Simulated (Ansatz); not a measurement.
Working through a rigid torsion scan of C₃H₄Cl₂, SMILES C=C(Cl)CCl

Computed with Ansatz 0.2.0 through its Python package.

Notebook, run cell by cell (the value of a cell's last expression is shown):

In [1]:
```python
import ansatz as az
from ase import Atoms
```

In [2]:
```python
atoms = Atoms(["C", "C", "Cl", "C", "Cl", "H", "H", "H", "H"], positions=[
    [-1.3827, -0.3844, 0.0451],
    [-0.2996, 0.4042, 0.042],
    [-0.4928, 2.1098, 0.2818],
    [1.0988, -0.0668, -0.215],
    [2.0207, -0.1649, 1.3023],
    [-1.3033, -1.4546, -0.1156],
    [-2.3761, 0.0174, 0.2208],
    [1.1064, -1.0655, -0.6634],
    [1.6286, 0.6049, -0.898],
])
```

In [3]:
```python
# start the scan from a relaxed geometry
first = (
    az.Crystal.molecule_from_ase(atoms).calculation()
    .basis(gaussian="def2-SVP")
    .functional("b3lyp")
    .relax(force_tolerance=0.02, max_steps=80)
)
atoms.positions = first.run().report["positions_ang"]
```

In [4]:
```python
start = atoms.get_dihedral(2, 1, 0, 5)
energies = {}
for turn in range(0, 360, 30):
    turned = atoms.copy()
    turned.set_dihedral(2, 1, 0, 5, start + turn, indices=[0, 5, 6])
    calculation = az.Crystal.molecule_from_ase(turned).calculation()
    calculation = calculation.basis(gaussian="def2-SVP")
    calculation = calculation.functional("b3lyp")
    energies[round((start + turn) % 360)] = calculation.run().report["free_energy_ev"]
floor = min(energies.values())
print("dihedral Cl2-C1-C0-H5 (deg)   E - E(min) (eV)")
for angle, e in sorted(energies.items()):
    print(f"{angle:8d} {(e - floor):14.3f}  " + "#" * int(30 * (e - floor) / max(max(energies.values()) - floor, 1e-9)))
```
```text
dihedral Cl2-C1-C0-H5 (deg)   E - E(min) (eV)
       0          0.003
      30          0.447  ###
      60          1.750  #############
      90          3.753  ##############################
     120          1.766  ##############
     150          0.452  ###
     180          0.000
     210          0.444  ###
     240          1.746  #############
     270          3.749  #############################
     300          1.770  ##############
     330          0.456  ###
```

The lowest point is at 180° and the highest at 90°, 3.753 eV (362.1 kJ/mol) above it, with the rest of the molecule held.

The scan is rigid and the energies are electronic, in a modest basis. With rigid groups the curve can differ much from the relaxed path, the start wasn't checked as a minimum of this torsion, and equivalent turns needn't return to the same energy. b3lyp holds the VWN-RPA fit, as in Gaussian; the form of ORCA and Turbomole is b3lyp5. Finished in 87 s on 1 thread of Arm Neoverse V1 (shared host), peak memory 0.28 GiB.
